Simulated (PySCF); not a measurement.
Compound: C3H3NO2.
Cartesian coordinates in Å at the PBE0-D3(BJ)/def2-SVP level; atoms count from 1:
```
atom  x, y, z in Å
O1     1.023    1.414   -0.297
C2     1.492    0.385    0.098
O3     0.836   -0.766    0.261
C4    -0.543   -0.815   -0.014
C5    -1.367    0.351   -0.041
N6    -1.462   -0.310    1.029
H7     2.553    0.241    0.387
H8    -0.771   -1.759   -0.520
H9    -1.748    1.264   -0.499
```

Method: PySCF 2.14.0, density-fitted response routines, TDDFT wB97X-D/def2-SVPD, vertical, gas phase, core orbitals frozen in the response.

Transition dipole moments from the ground state, in atomic units and in the frame of the coordinates above (overall signs are arbitrary), for the states with f of 0.002 or more among the lowest 9:

```json
{"state": "S3", "E (eV)": "6.996", "μx": "0.105", "μy": "0.052", "μz": "0.056"}
{"state": "S4", "E (eV)": "7.318", "μx": "0.594", "μy": "0.256", "μz": "-0.260"}
{"state": "S5", "E (eV)": "7.439", "μx": "-0.073", "μy": "-0.090", "μz": "0.120"}
{"state": "S6", "E (eV)": "8.411", "μx": "0.005", "μy": "-0.224", "μz": "0.262"}
{"state": "S7", "E (eV)": "8.453", "μx": "-0.433", "μy": "-0.320", "μz": "-0.006"}
{"state": "S8", "E (eV)": "8.594", "μx": "-0.064", "μy": "0.007", "μz": "0.274"}
{"state": "S9", "E (eV)": "8.618", "μx": "-0.070", "μy": "-0.290", "μz": "0.044"}
```

Q: What oscillator strength does each state have?

A: f = (2/3) ΔE |μ|² with ΔE in hartree (27.2114 eV).

```
state  |μ|² (au)  |μ| (D)      f
   S3      0.017     0.33  0.003
   S4      0.486     1.77  0.087
   S5      0.028     0.43  0.005
   S6      0.119     0.88  0.025
   S7      0.290     1.37  0.060
   S8      0.079     0.72  0.017
   S9      0.091     0.77  0.019
```

Q: What angle do the transition dipoles of S8 and S9 make?

A: |cos θ| = |μa·μb| / (|μa| |μb|) = 0.17, so θ ≈ 80° (taken between 0 and 90°, since the signs are arbitrary).

Q: How is the summed strength of these states shared among x, y and z?

A: (2/3) Σ ΔE μα² gives 0.107 for x, 0.063 for y and 0.046 for z, 0.216 in all.

Q: What peak molar absorption coefficient would the strongest computed level give as a lone Gaussian band 0.4 eV wide at half height?

A: ε(max) = 2.175×10⁸ f / FWHM, with the width in cm⁻¹. S4: 2.175×10⁸ × 0.0871 / 3226 ≈ 5900 L mol⁻¹ cm⁻¹.

All these states lie below the vertical ionisation energy of 10.64 eV (ΔSCF).

The run took 56 s on Arm Neoverse V1, one thread, on a shared host.

One conformer stands for the species.
